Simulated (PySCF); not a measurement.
Compound: N-methylpropargylamine, C4H7N.
Cartesian coordinates in Å at the GFN2-xTB level; atoms count from 1:
```xyz
12
C4H7N angstrom
C      2.117    1.042   -0.492
C      1.396    0.089   -0.413
C      0.446   -0.999   -0.218
N     -0.644   -0.678    0.693
C     -1.520    0.365    0.199
H      2.776    1.851   -0.594
H      0.008   -1.274   -1.184
H      0.976   -1.869    0.184
H     -0.261   -0.405    1.594
H     -2.301    0.544    0.937
H     -1.005    1.314   -0.008
H     -1.987    0.019   -0.724
```

The closed-shell SCF was solved with PySCF and density fitting under several settings on one GFN2-xTB geometry (grid level 2 and gas phase unless stated).

| settings | basis functions | SCF cycles | E (Eh) | HOMO (eV) | LUMO (eV) | dipole (D) |
| --- | --- | --- | --- | --- | --- | --- |
| PBE0/pcSseg-1 | 120 | 14 | -211.0182 | -6.66 | 1.00 | 0.65 |
| PBE0/def2-SVPD | 156 | 14 | -210.9016 | -6.73 | 0.68 | 0.57 |
| X3LYP/pcJ-1, grid level 1 | 205 | 10 | -211.2140 | -6.45 | 0.85 | 0.62 |
| HSE06/IGLO-III, energy threshold 1e-11 Eh | 245 | 12 | -211.1466 | -6.34 | 0.26 | 0.54 |

Q: Estimate the row for these settings: KT2/Sadlej pVTZ, energy threshold 1e-07 Eh.

A: 
```tsv
settings	basis functions	SCF cycles	E (Eh)	HOMO (eV)	LUMO (eV)	dipole (D)
KT2/Sadlej pVTZ, energy threshold 1e-07 Eh	183	9	-215.0200	-5.48	-0.53	0.48
```

Q: Over all rows, what range does the HOMO–LUMO gap span?

A: From 4.95 eV (KT2/Sadlej pVTZ, energy threshold 1e-07 Eh) to 7.66 eV (PBE0/pcSseg-1). The functional of the narrowest has no exact exchange, that of the widest 25 % exact exchange.

Q: And the dipole moment?

A: From 0.48 D (KT2/Sadlej pVTZ, energy threshold 1e-07 Eh) to 0.65 D (PBE0/pcSseg-1); the largest is 1.35 times the smallest, and the median is 0.57 D.

Q: Compare two rows with the functional PBE0: PBE0/pcSseg-1 and PBE0/def2-SVPD. Which energy is lower, and by how much?

A: PBE0/pcSseg-1 (120 functions) lies 0.1166 Eh or 73 kcal/mol below PBE0/def2-SVPD (156 functions). The smaller set gives the lower energy; the two sets aren't nested, so the variational bound doesn't order them by size.

Whole jobs, the steps after the SCF included, on one thread, Arm Neoverse V2 (aarch64), no GPU, shared host:

| settings | work after the SCF | wall time | peak memory |
| --- | --- | --- | --- |
| PBE0/pcSseg-1 | shieldings, charges and field gradients, density and orbital grids written | 11 s | 0.55 GiB |
| PBE0/def2-SVPD | 6 singlets by full TDDFT, 2 Tamm–Dancoff triplets, polarisability, density and orbital grids written | 15 s | 0.66 GiB |
| X3LYP/pcJ-1, grid level 1 | spin–spin couplings from 12 perturbed nuclei, spin–dipole term for 1 of them | 18 s | 0.89 GiB |
| HSE06/IGLO-III, energy threshold 1e-11 Eh | shieldings | 36 s | 1.1 GiB |
| KT2/Sadlej pVTZ, energy threshold 1e-07 Eh | spin–spin couplings from 12 perturbed nuclei, spin–dipole term for 1 of them | 20 s | 0.51 GiB |

Cycle counts include a coarse-grid stage where the run had one. KT2 was designed for NMR shieldings or shifts; total energies of different functionals aren't comparable.

One conformer stands for the species.
